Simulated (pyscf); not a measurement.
# Substitution at C: Cl–CH₂–Cl + Cl atom (Cl•) → Cl–CH(Cl)–Cl + H atom (H•)

Gas phase, doublet surface, charge 0. Bonds broken: C2–H4. Bonds formed: C2–Cl6. PySCF, gas phase, ωB97X-D3(BJ)/def2-SVP geometries. Correlated levels are frozen-core, on RHF or UHF. ΔMP2 is the change of the MP2 total energy from the triple- to the quadruple-zeta basis.

Transition state (Å):

```xyz
6

Cl     0.6123     1.4540    -0.2383
C      0.2882    -0.2603    -0.0015
Cl    -1.0473    -0.6848     1.0645
H     -0.6848    -0.1709    -1.0943
H      0.6377    -0.9876    -0.7502
Cl     1.8834    -0.8016     1.1420
```

One imaginary mode, 1603i cm⁻¹; descent along it reached the two sides named, in the forms told below.

```tsv
bond	change	reactant side (Å)	saddle	product side
C2–H4	breaks	1.096	1.466	3.5
C2–Cl6	forms	3.3	2.036	1.763
```

Electronic energies relative to the separated reactants (kJ/mol):

```tsv
level	barrier	reaction energy	reverse barrier
ωB97X-D3(BJ)/def2-TZVP	250.0	+104.4	145.5
PBE/def2-TZVP	187.7	+88.1	99.6
r²SCAN/def2-TZVP	205.1	+102.2	102.9
B3LYP-D3(BJ)/def2-TZVP	231.8	+120.2	111.6
PBE0-D3(BJ)/def2-TZVP	220.0	+98.3	121.7
M06-2X/def2-TZVP	243.3	+107.4	135.9
ωB97M-D3(BJ)/def2-TZVP	249.9	+111.0	138.9
HF/def2-TZVP	371.3	+160.1	211.2
MP2/def2-QZVPP	250.9	+84.7	166.2
CCSD/def2-TZVPP	283.7	+133.9	149.8
CCSD(T)/def2-TZVPP	261.9	+120.8	141.1
CCSD(T)/def2-TZVPP + ΔMP2(QZVPP)	254.4	+115.0	139.4
```

With CCSD(T)/def2-TZVPP + ΔMP2(QZVPP) energies and thermal terms (ideal gas, 1 atm, RRHO with modes under 100 cm⁻¹ raised to 100, one conformer, R ln 2 for chiral ones without a mode under 150 cm⁻¹), in kJ/mol:

```
T (K)    ΔH‡    ΔG‡      ΔH      ΔG
-----  -----  -----  ------  ------
298    232.2  265.1   +92.7   +98.5
600    234.2  297.6   +96.9  +102.8
900    236.0  329.0  +100.2  +104.9
1200   237.2  359.7  +102.8  +106.1
```

On the reactant side the descent ends in what is likely a three-electron adduct, which functionals tend to overbind, 21.0 kJ/mol under the separated species and 271.0 kJ/mol under the saddle at ωB97X-D3(BJ)/def2-TZVP. The same reactants have a lower exit, to Cl–CH•–Cl + HCl (barrier +10.4 kJ/mol at ωB97M-D3(BJ), against +249.9 kJ/mol here). This is the saddle that the search found; another between the same sides may lie lower. The angle at the attacked C is 163°. The CCSD(T) − MP2 part came from Ansatz, without density fitting, on the same reference. A UHF reference is spin-contaminated (<S²> up to 0.86), which harms MP2 most. Left out: orbital degeneracy and the spin-orbit lowering of Cl.
